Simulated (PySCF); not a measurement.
**Cl, SMILES `[Cl]` (charge 0, multiplicity 2)**

Method: ωB97X-D3(BJ)/def2-TZVP in PySCF 2.14.0.

highest occupied spin orbital: -12.17 eV
dipole moment: 0.00 D
total energy: -460.1523 Ha
cost: roughly 2.7 core-seconds

Bond lengths (Å): .
Charge 0, spin multiplicity 2.
